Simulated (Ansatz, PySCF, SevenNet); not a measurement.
# Antifluorite Mg₂Sn, lattice constant a

Reference value: 6.766 Å (measured, temperature not stated, no zero-point or thermal correction; as tabulated in Freccero, Grin, Wagner, Dalton Trans. (2023), ESI).

| level (code) | value (Å) |
|---|---|
| SevenNet-0 | 6.815 |
| PBE (Ansatz) | 6.816 |
| LC-ωPBE (Ansatz) | ? |
| Hartree–Fock (Ansatz) | 6.888 |
| MP2 (PySCF) | 6.796 ± 0.02 |

Question: Complete the blanks.

Answer: 
- LC-ωPBE (Ansatz, a quantum-chemistry and plane-wave program), value (Å): 6.680

Differences against the reference: SevenNet-0 +0.72 %, PBE +0.74 %, LC-ωPBE -1.27 %, Hartree–Fock +1.80 %, MP2 +0.44 %.

The reference's temperature isn't stated, so close values are not ranked against it. Off by more than 1.25 %, or 1.75 % on the side where a correction would as a rule narrow the miss (bounds picked here): Hartree–Fock (+1.80 %).

The measured value isn't corrected to a static lattice, so vibrations enter the comparison. A static lattice is as a rule a little smaller than the measured one.  A ± on a computed value is a rough bar: the spread of its extrapolation, a floor set from checks against published values, or a statistical error. Cutoffs and k meshes differ between the levels. Ansatz's density-functional and Hartree–Fock values are scalar-relativistic unless marked +SOC, with PAW data made under PBE.

Machine-learned potentials (SevenNet-0) are trained on DFT data: a solid inside that data is no test of them.

Differences are worked out from the printed values.
